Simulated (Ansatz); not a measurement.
Geometry optimisation, RKS PBE-D4/def2-SVP in Ansatz 0.2.0.

The input (input.yaml):

```yaml
crystal:
  periodic: [false, false, false]
  atoms:
    - { symbol: Al, position_ang: [0.558622, -1.687781, -0.68686] }
    - { symbol: O, position_ang: [1.401476, -0.386009, -1.585412] }
    - { symbol: H, position_ang: [-0.831854, -2.206369, -1.270488] }
    - { symbol: H, position_ang: [1.303845, -2.306616, 0.578073] }
    - { symbol: H, position_ang: [0.084708, 0.6403, -0.028755] }
    - { symbol: Si, position_ang: [-0.816634, 1.222588, 0.960987] }
    - { symbol: H, position_ang: [1.683711, 0.486834, -1.865074] }
    - { symbol: H, position_ang: [-0.019184, 1.95356, 2.005549] }
    - { symbol: H, position_ang: [-1.765533, 2.16812, 0.277561] }
    - { symbol: H, position_ang: [-1.599157, 0.115373, 1.61452] }
basis:
  gaussian: { orbitals: def2-SVP }
hamiltonian:
  xc: pbe
  dispersion: d4
relax:
  f_tol: 0.03
  max_steps: 50
output:
  orbitals: {}
```

Command:

```bash
$ ansatz run input.yaml --threads 2 --pin off --max-ram 3072MiB --backend cpu --events-out ev --progress --plain --runs-dir out
```

Task: Where does it end, and by what steps?

Result: The forces met the threshold. The force dipped under the threshold on the way, but the program's further checks kept it going. After 21 steps the energy has fallen by 0.447 eV; H3 moved furthest, 1.09 Å.

| step | energy less start (eV) | largest force component (eV/Å) | accepted |
| --- | --- | --- | --- |
| 0 | 0.0000 | 1.925 | yes |
| 1 | -0.1593 | 0.996 | yes |
| 2 | -0.2314 | 0.258 | yes |
| 3 | -0.2670 | 0.394 | yes |
| 4 | -0.2876 | 0.308 | yes |
| 5 | -0.2917 | 0.242 | yes |
| 6 | -0.2966 | 0.249 | yes |
| 7 | -0.3078 | 0.166 | yes |
| 8 | -0.3123 | 0.208 | yes |
| 9 | -0.3432 | 0.677 | yes |
| 10 | -0.4252 | 0.300 | yes |
| 11 | -0.4345 | 0.263 | yes |
| 12 | -0.4372 | 0.317 | yes |
| 13 | -0.4013 | 1.570 | no |
| 14 | -0.4418 | 0.077 | yes |
| 15 | -0.4443 | 0.065 | yes |
| 16 | -0.4443 | 0.179 | no |
| 17 | -0.4455 | 0.034 | yes |
| 18 | -0.4458 | 0.036 | yes |
| 19 | -0.4461 | 0.013 | yes |
| 20 | -0.4463 | 0.017 | yes |
| 21 | -0.4466 | 0.028 | yes |

```xyz
10
Properties=species:S:1:pos:R:3
Al 0.597 -1.182 -0.655
O 1.834 -0.677 -1.753
H -0.949 -1.136 -1.092
H 1.132 -1.934 0.645
H 0.417 0.664 0.408
Si -0.883 1.047 1.104
H 1.634 -0.291 -2.620
H -0.508 2.023 2.182
H -1.787 1.682 0.090
H -1.486 -0.194 1.689
```

Whether the end is a true minimum wasn't checked by a vibrational analysis.

The run took 32 s on 2 threads of Intel(R) Xeon(R) Platinum 8259CL CPU @ 2.50GHz (Skylake/Cascade Lake), with other jobs on the host, peak memory 0.14 GiB.
